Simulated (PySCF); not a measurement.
# Complete the spectrum of 1,2-dimethyl-1,2-diazetidine

Species: 1,2-dimethyl-1,2-diazetidine, C4H10N2.
Structure used (GFN2-xTB), in Å, numbered top down from 1:
```
atom  x, y, z in Å
C1    -1.6850   -0.9579   -0.0234
N2    -0.5999   -0.1307    0.4419
C3    -0.6998    1.3073    0.1596
C4     0.7179    1.2446   -0.4010
N5     0.5975   -0.2194   -0.4113
C6     1.6702   -0.9618    0.2028
H7    -1.9389   -0.7787   -1.0770
H8    -1.4023   -2.0018    0.0989
H9    -2.5562   -0.7505    0.5969
H10   -0.8580    1.9057    1.0574
H11   -1.4554    1.5571   -0.5923
H12    0.8814    1.6625   -1.3948
H13    1.4782    1.6195    0.2917
H14    2.5487   -0.8763   -0.4353
H15    1.9173   -0.6026    1.2110
H16    1.3765   -2.0082    0.2634
```

The calculation used TDDFT CAM-B3LYP/def2-SVPD, vertical, gas phase, core orbitals frozen in the response in PySCF.

Lowest singlets, with some entries withheld (?).

```csv
state,λ (nm),f,"main configurations (H = HOMO, L = LUMO)"
S1,215.2,0.0003,?
S2,?,?,H→L+1 (85%)
S3,197.2,0.0060,H→L+2 (92%)
S4,181.7,0.080,?
S5,179.8,0.0004,H→L+5 (90%)
S6,?,0.0042,"H→L+4 (53%), H→L+8 (19%), H→L+7 (13%)"
S7,166.3,?,?
S8,160.3,?,"H→L+6 (87%), H-1→L+1 (10%)"
```

Question: Supply the missing values.

Answer: 
- S1: H→L (94%)
- S2: λ = 201.6 nm; f = 0.033
- S4: H→L+3 (77%)
- S6: λ = 175.7 nm
- S7: f = 0.012; H→L+4 (35%), H→L+8 (25%), H→L+7 (17%)
- S8: f = 0.0006

Question: How far apart are S4 and S7, in eV and cm⁻¹?

Answer: 7.456 − 6.824 = 0.632 eV, or about 5100 cm⁻¹.

Question: What is the mean static polarisability from the same response equations?

Answer: 65.2 au (9.66 Å³), with principal values 57.0, 66.6 and 72.0 au.

Question: Where do the lowest triplets lie (Tamm–Dancoff)?

Answer: T1 5.58 eV, H→L (89%); T2 5.89 eV, H→L+1 (51%), H→L+8 (21%), H→L+7 (14%); T3 6.14 eV, H→L+2 (79%), H→L+5 (11%). E(S1) − E(T1) = +0.18 eV.

On one thread, Intel Xeon Platinum 8488C (x86_64), shared host with 96 logical CPUs at a one-minute load of 39, this took 39 s wall (with the writing of density and orbital grids) and 0.91 GiB of memory at its peak.

One conformer stands for the species.
